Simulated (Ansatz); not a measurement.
The input, for Ansatz 0.2.0:

```yaml
crystal:
  periodic: [false, false, false]
  atoms:
    - {symbol: Br, position_ang: [0.000000, 0.000000, -1.326000]}
    - {symbol: H, position_ang: [0.000000, 0.000000, 0.212000]}
    - {symbol: H, position_ang: [0.000000, 0.000000, 1.114000]}
basis:
  gaussian: {orbitals: cc-pVTZ}
magnetization: {spin_polarized: true, initial_magnetization: 1}
correlation: {method: ccsdt_q, electrons: outside_noble_gas}
```

```sh
$ ansatz run in.yaml --threads 1 --pin off --events-out ev --progress --plain --max-ram 2393MiB
```

Output:

```
754 factors; integrals over basis functions are off by at most 2.6e-7 eV
mean field evaluation 1: about -70028.8007 eV, gradient 7.4e0 eV
mean field evaluation 2: about -70028.8051 eV, gradient 7.4e0 eV
mean field evaluation 4: about -70029.4072 eV, gradient 1.5e0 eV
mean field evaluation 8: about -70029.4379 eV, gradient 5.9e-4 eV
mean field evaluation 16: about -70029.4354 eV, gradient 1.7e-1 eV
mean field evaluation 32: about -70027.5338 eV, gradient 3.1e0 eV
mean field -70029.43794102 eV, -2573.5343766747 hartree, gradient 4.8e-6 eV, S^2 0.787932; 1 other end points of the search recorded, 0 dependent functions left out
determinant -70029.43794102 eV, -2573.5343766747 hartree, with singles and doubles -70035.08994732 eV, -2573.7420840752 hartree
determinant -70027.58343370 eV, -2573.4662247876 hartree, with singles and doubles -70033.22032927 eV, -2573.6733768791 hartree
14 core orbitals not correlated: weight in the atoms' cores, before any rotation towards them, 1.000 or more for the frozen orbitals, at most 0.000 for the correlated occupied ones
reference -70029.43794102 eV, -2573.5343766747 hartree; 5, 4 occupied and 52, 53 virtual orbitals, 754 factors
second order -4.95298380 eV of doubles, -0.00000000 eV of singles
cycle   1  -5.41964587 eV  change   -4.7e-1 eV  update   6.0e-2
cycle   2  -5.76863992 eV  change   -3.5e-1 eV  update   2.6e-2
cycle   3  -5.83291909 eV  change   -6.4e-2 eV  update   1.1e-2
cycle   4  -5.81490998 eV  change    1.8e-2 eV  update   4.6e-3
cycle   5  -5.81958711 eV  change   -4.7e-3 eV  update   1.6e-3
cycle   6  -5.82105387 eV  change   -1.5e-3 eV  update   7.3e-4
cycle   7  -5.82087161 eV  change    1.8e-4 eV  update   2.8e-4
cycle   8  -5.82117950 eV  change   -3.1e-4 eV  update   1.2e-4
cycle   9  -5.82114501 eV  change    3.4e-5 eV  update   4.6e-5
cycle  10  -5.82107307 eV  change    7.2e-5 eV  update   1.9e-5
cycle  11  -5.82109939 eV  change   -2.6e-5 eV  update   7.4e-6
cycle  12  -5.82110807 eV  change   -8.7e-6 eV  update   2.4e-6
cycle  13  -5.82111185 eV  change   -3.8e-6 eV  update   9.1e-7
cycle  14  -5.82111258 eV  change   -7.4e-7 eV  update   3.2e-7
perturbative correction -0.00661613 eV, -0.0002431384 hartree
Total energy: -70035.26566974 eV, -2573.7485417549 hartree
```

Ran on 1 thread of Intel Xeon 6975P-C, shared host: 36 s wall, 0.65 GiB peak host memory.
